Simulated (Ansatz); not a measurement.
# AlNH4: how energies converge with the basis set

How large a basis does AlNH4 need? Two functionals and correlated methods are run in growing sets.

Method: one geometry, several basis sets; program: Ansatz 0.2.0, Gaussian basis.

Plan: PBE0-D4/def2-SVP; ωB97M-V/def2-SVP; PBE0-D4/def2-QZVPP; ωB97M-V/def2-QZVPP; CCSD(T)/cc-pV(D+d)Z; CCSD(T)/cc-pV(T+d)Z; CCSD(T)/cc-pV(Q+d)Z; the functionals' def2-TZVPP values are taken from earlier runs.

## 1. The geometry

All runs share one geometry, relaxed beforehand with PBE0-D4 in a triple-zeta def2 set.

SMILES `[NH2][AlH2]`, 6 atoms, charge 0, spin multiplicity 1.

Atoms are counted from 1 here; the program's logs count them from 0.

Bond lengths: N1–Al2 1.766 Å, N1–H3 1.007 Å, N1–H4 1.007 Å, Al2–H5 1.583 Å, Al2–H6 1.583 Å. Angles: Al2–N1–H3 124.9°, Al2–N1–H4 124.9°, H3–N1–H4 110.2°, N1–Al2–H5 117.9°, N1–Al2–H6 117.9°, H5–Al2–H6 124.3°.

Coordinates:

```
N     0.0502   -0.9436    0.0780
Al   -0.0312    0.8134   -0.0834
H     0.2858   -1.5801   -0.6662
H    -0.1323   -1.4531    0.9275
H     0.2888    1.4422   -1.5009
H    -0.4193    1.6574    1.1989
```

## 2. PBE0-D4 in def2-SVP

Input file in.yaml:

```yaml
crystal:
  periodic: [false, false, false]
  atoms:
    - {symbol: N, position_ang: [0.050204, -0.943619, 0.077987]}
    - {symbol: Al, position_ang: [-0.031150, 0.813368, -0.083396]}
    - {symbol: H, position_ang: [0.285838, -1.580129, -0.666210]}
    - {symbol: H, position_ang: [-0.132347, -1.453084, 0.927470]}
    - {symbol: H, position_ang: [0.288810, 1.442194, -1.500909]}
    - {symbol: H, position_ang: [-0.419256, 1.657369, 1.198858]}
basis:
  gaussian: {orbitals: def2-SVP}
hamiltonian: {xc: pbe0, dispersion: d4}
output: {orbitals: {seedname: orbitals}}
```

Command:

```console
$ ansatz run in.yaml --threads 2 --pin off --events-out ev --progress --plain --max-ram 32768MiB --backend cpu
```

After this run come: ωB97M-V in def2-SVP; PBE0-D4 in def2-QZVPP; ωB97M-V in def2-QZVPP; CCSD(T) in cc-pV(D+d)Z; CCSD(T) in cc-pV(T+d)Z; CCSD(T) in cc-pV(Q+d)Z.

Q: Predict the results of all the runs planned. Wanted: MP2 correlation recovered, cc-pV(D+d)Z; MP2 correlation recovered, cc-pV(T+d)Z; MP2 correlation recovered, cc-pV(Q+d)Z; CCSD(T) limit from def2 sets; PBE0-D4: double and triple zeta above quadruple; ωB97M-V: double and triple zeta above quadruple.

As calculated:

| quantity | value |
| --- | --- |
| MP2 correlation recovered, cc-pV(D+d)Z | 71.9 % |
| MP2 correlation recovered, cc-pV(T+d)Z | 89.4 % |
| MP2 correlation recovered, cc-pV(Q+d)Z | 95.6 % |
| CCSD(T) limit from def2 sets (earlier runs) less the limit of this series | -30 meV |
| PBE0-D4: double and triple zeta above quadruple | 4.58, 0.32 eV |
| ωB97M-V: double and triple zeta above quadruple | 4.66, 0.31 eV |

PBE0-D4 gains 4.26 eV from double to triple zeta, then 0.32 eV more. Correlation climbs from 72 % (cc-pV(D+d)Z) to 96 % (cc-pV(Q+d)Z) of the limit; Hartree-Fock is 0.063 eV from its own by then. A limit from the def2 sets, made apart, differs by 30 meV, a least measure of the doubt on such a limit. These are total energies; as a rule much of such shifts cancels in differences, which this series doesn't test. The LUMO of ωB97M-V is positive and keeps falling with the basis (1.29 to 0.62 eV): an unbound level that the basis holds in place.
